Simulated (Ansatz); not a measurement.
System: fcc Ca. Method: PBE0-D3(BJ) in Ansatz (PAW).

Numerical settings: plane-wave cutoff 460 eV, 10×10×10 k mesh, Fermi–Dirac smearing 0.05 eV, scalar-relativistic PAW data made under PBE.

Cell (relaxed at this level):

```
CELL_PARAMETERS angstrom
      0.00000     2.74291     2.74291
      2.74291     0.00000     2.74291
      2.74291     2.74291     0.00000
ATOMIC_POSITIONS crystal
  Ca 0.00000 0.00000 0.00000
```

Q: Give the computed bulk modulus B0 and pressure derivative B′ of the bulk modulus.

A: 
- bulk modulus B0: 19.4 GPa
- pressure derivative B′ of the bulk modulus: 3.5

Measured, for comparison: bulk modulus 18.6 GPa (corrected for temperature and zero-point phonon effects, our sources range from 15.9 to 18.7; as tabulated in Levämäki et al. (2014), arXiv:1402.3671). Computed (rounded) less measured: bulk modulus not scored (sources differ).

Ansatz is a quantum-chemistry and plane-wave program.
